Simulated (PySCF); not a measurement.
## How good is the calculation?

Molfile (atoms numbered from 1):
```
C5H10S
     RDKit          3D

 16 16  0  0  0  0  0  0  0  0999 V2000
    2.1897    1.0233    0.0382 S   0  0  0  0  0  0  0  0  0  0  0  0
    1.0659   -0.3401    0.4832 C   0  0  0  0  0  0  0  0  0  0  0  0
   -0.1413    0.1102    1.3000 C   0  0  0  0  0  0  0  0  0  0  0  0
   -1.1486    0.6087    0.2550 C   0  0  0  0  0  0  0  0  0  0  0  0
   -0.7797   -0.1112   -1.0623 C   0  0  0  0  0  0  0  0  0  0  0  0
    0.4160   -1.0095   -0.7239 C   0  0  0  0  0  0  0  0  0  0  0  0
    1.2909    1.7754   -0.6161 H   0  0  0  0  0  0  0  0  0  0  0  0
    1.7149   -1.0212    1.0377 H   0  0  0  0  0  0  0  0  0  0  0  0
   -0.5453   -0.7645    1.8209 H   0  0  0  0  0  0  0  0  0  0  0  0
    0.1095    0.8580    2.0522 H   0  0  0  0  0  0  0  0  0  0  0  0
   -2.1756    0.4071    0.5633 H   0  0  0  0  0  0  0  0  0  0  0  0
   -1.0707    1.6917    0.1358 H   0  0  0  0  0  0  0  0  0  0  0  0
   -1.6118   -0.6890   -1.4668 H   0  0  0  0  0  0  0  0  0  0  0  0
   -0.5054    0.6141   -1.8317 H   0  0  0  0  0  0  0  0  0  0  0  0
    1.1062   -1.1489   -1.5559 H   0  0  0  0  0  0  0  0  0  0  0  0
    0.0631   -1.9992   -0.4137 H   0  0  0  0  0  0  0  0  0  0  0  0
  1  2  1  0
  2  3  1  0
  3  4  1  0
  4  5  1  0
  5  6  1  0
  6  2  1  0
  1  7  1  0
  2  8  1  0
  3  9  1  0
  3 10  1  0
  4 11  1  0
  4 12  1  0
  5 13  1  0
  5 14  1  0
  6 15  1  0
  6 16  1  0
M  END
```

PySCF 2.14.0 with density-fitted response routines calculation with coordinates at the PBE0-D3(BJ)/def2-TZVP level and shielding tensors at B97-2/pcSseg-2 (GIAO); isolated molecule, fast rotation and ring inversion assumed for equivalent nuclei, one conformer, non-relativistic Hamiltonian.

Reference values: measured (solution, not stated per compound (mostly CDCl3 or CCl4); Pretsch, Buehlmann, Badertscher, Structure Determination of Organic Compounds, 4th ed. (2009)).
```json
{"atoms": "C2", "quantity": "δ 13C", "reference": "38.3", "computed": "49.5", "computed, scaled": "41.7"}
{"atoms": "C3/C6", "quantity": "δ 13C", "reference": "37.7", "computed": "41.3", "computed, scaled": "37.8"}
{"atoms": "C4/C5", "quantity": "δ 13C", "reference": "24.6", "computed": "23.7", "computed, scaled": "20.8"}
```

Computed shifts are σ(ref) − σ with the named reference compound (TMS for H and C) calculated as an isolated molecule at the same level. The measured values may be among those fitted. Empirical linear scaling, fitted to shifts measured mostly in CDCl3 for H and C (δ vs TMS): 13C: δ = 176.83 − 0.965σ -4.0 per attached S (rms 2.0 ppm, 507 shifts, 2.1 ppm with the 1 outlier that the fit left out). A few per cent of atoms miss by over 2 rms, more outside the fitted compound classes.

**Question.** How far are the unscaled 13C shifts from the references?

**Answer.** Mean signed difference +4.63 ppm, mean absolute 5.23 ppm over 3 comparisons; the largest is +11.2 ppm at C2 (sp3 CH bonded to S).
